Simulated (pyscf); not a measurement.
Elementary routes open to `[OH][GeH2][Cl]` + `[H]` [doublet] in the gas phase (doublet surface):
A. `[Cl][GeH2]` [doublet] + `[OH2]` (Ge–O broken; H–O formed)
B. `[OH][GeH][Cl]` [doublet] + `[H][H]` (Ge–H broken; H–H formed)

PySCF, gas phase, ωB97X-D3(BJ)/def2-SVP geometries.

Q: Rank the routes by free-energy barrier at 900 K, lowest first, for ωB97M-D3(BJ)/def2-TZVP energies (ideal gas, 1 atm, RRHO with modes under 100 cm⁻¹ raised to 100, one conformer, R ln 2 for chiral ones without a mode under 150 cm⁻¹).

A: B (21.9 kcal/mol), A (37.4 kcal/mol)

Route B is the fastest of these, ahead of the next by 15.5 kcal/mol. The most stable products are those of B (ΔG = -25.8 kcal/mol), so kinetics and thermodynamics agree. At 298 K B is still the fastest. A: On the product side the descent ends in a complex, 4.7 kcal/mol under the separated species and 38.1 kcal/mol under the saddle at ωB97X-D3(BJ)/def2-TZVP. Only these routes are compared; each barrier is that of the saddle found, and lower ones may exist. Elements up to Kr have no core potential and no relativistic terms here.
